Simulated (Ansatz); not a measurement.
**BCl (SMILES [B]Cl) at B3LYP/def2-TZVPPD**

Aim: the vertical ionisation energy of BCl at B3LYP/def2-TZVPPD, from 2 runs. 

Program for the calculation: Ansatz 0.2.0.

40 further runs of the same task are left out: 40 set aside as unsound or not needed.

### Step 1. The molecule

BCl: 2 atoms, total charge 0, spin state singlet. As SMILES, `[B]Cl`. Geometry: relaxed at PBE0-D4/def2-TZVP.

Bond lengths: B1–Cl2 1.718 Å.

### Step 2. A single-point energy at B3LYP/def2-TZVPPD

in.yaml reads:

```yaml
basis:
  gaussian:
    orbitals: def2-TZVPPD.json
crystal:
  periodic: [false, false, false]
  atoms:
    - symbol: B
      position_ang: [-0.000000, -0.000000, -0.069660]
    - symbol: Cl
      position_ang: [0.000000, 0.000000, 1.648190]
hamiltonian:
  xc: {name: B3LYP}
accuracy: high
output: {orbitals: {seedname: orbitals}}
```

The basis set def2-TZVPPD is read from a file made from the Basis Set Exchange's data (not shown).

On the command line:

```console
$ ansatz run in.yaml --threads 1 --pin off --max-ram 3480MiB --events-out events.jsonl --progress --plain --runs-dir runs
```

The program printed:

```text
Warning: RAYON_NUM_THREADS=1 ignored (pool sized by the plan → 1); use --threads N
Functional definition: B3LYP
  name "B3LYP"
  parameter a0 = 0.2
  parameter ax = 0.72
  parameter ac = 0.81
  exchange = (1 - a0 - ax)*slater_x + ax*b88_x + a0*exact_x
  correlation = (1 - ac)*vwn_rpa_c + ac*lyp_c
1174 factors; integrals over basis functions are off by at most 3.0e-9 eV
mean field evaluation 1: about -13197.7612 eV, gradient 1.1e1 eV
mean field evaluation 2: about -13197.7817 eV, gradient 1.1e1 eV
mean field evaluation 4: about -13198.1060 eV, gradient 5.5e-1 eV
mean field evaluation 8: about -13198.1064 eV, gradient 2.9e-2 eV
mean field evaluation 16: about -13198.1065 eV, gradient 1.6e-7 eV
mean field -13198.10645095 eV, -485.0214660744 hartree, gradient 1.2e-8 eV, S^2 0.000000; 0 other end points of the search recorded, 0 dependent functions left out
reference -13198.10647873 eV, -485.0214670955 hartree; 11, 11 occupied and 77, 77 virtual orbitals, 1174 factors
Total energy: -13198.10647873 eV, -485.0214670955 hartree
```

Run time: 2.8 s. Hardware: 1 thread of Arm Neoverse V1, shared host; peak memory 0.16 GiB.

### Step 3. The doublet cation

job.yaml reads:

```yaml
crystal:
  periodic: [false, false, false]
  atoms:
    - {symbol: B, position_ang: [-0.000000, -0.000000, -0.069660]}
    - {symbol: Cl, position_ang: [0.000000, 0.000000, 1.648190]}
basis:
  gaussian:
    orbitals: def2-TZVPPD.json
accuracy: high
output: {orbitals: {seedname: orbitals}}
magnetization:
  spin_polarized: true
  initial_magnetization: 1
total_charge: 1
hamiltonian:
  xc: {name: B3LYP}
```

The basis set def2-TZVPPD is read from a file made from the Basis Set Exchange's data (not shown).

On the command line:

```console
$ ansatz run job.yaml --threads 1 --pin off --max-ram 3480MiB --events-out events.jsonl --progress --plain --runs-dir runs
```

The program printed, cut to the lines that bear on the results:

```text
Warning: RAYON_NUM_THREADS=1 ignored (pool sized by the plan → 1); use --threads N
[... 7 set-up lines as earlier in the session ...]
1174 factors; integrals over basis functions are off by at most 3.0e-9 eV
mean field evaluation 1: about -13183.9572 eV, gradient 2.8e1 eV
mean field evaluation 2: about -13160.1756 eV, gradient 7.4e1 eV
mean field evaluation 4: about -13187.8937 eV, gradient 4.2e0 eV
mean field evaluation 8: about -13188.0488 eV, gradient 1.1e-1 eV
mean field evaluation 16: about -13188.0489 eV, gradient 8.7e-5 eV
mean field -13188.04892741 eV, -484.6518589019 hartree, gradient 1.1e-8 eV, S^2 0.755828; 0 other end points of the search recorded, 0 dependent functions left out
reference -13188.04896031 eV, -484.6518601106 hartree; 11, 10 occupied and 77, 78 virtual orbitals, 1174 factors
Total energy: -13188.04896031 eV, -484.6518601106 hartree
```

Run time: 5.4 s. Hardware: 1 thread of Arm Neoverse V1, shared host; peak memory 0.21 GiB.

### Step 4. Outcome

Level: B3LYP/def2-TZVPPD.

```
                                          quantity          value
                         singlet BCl: total energy  -485.02147 Eh
                          singlet BCl: HOMO energy       -7.29 eV
                          singlet BCl: LUMO energy       -2.17 eV
                        singlet BCl: HOMO–LUMO gap        5.12 eV
                      doublet cation: total energy  -484.65186 Eh
doublet cation: HOMO energy (highest over α and β)      -17.40 eV
 doublet cation: LUMO energy (lowest over α and β)      -12.60 eV
                              doublet cation: ⟨S²⟩          0.756
vertical ionisation energy (to the doublet cation)      10.058 eV
```

In words: The vertical ionisation energy comes to 10.06 eV (970 kJ/mol). −ε(HOMO) before ionisation, 7.29 eV, is 2.77 eV below this ionisation energy.
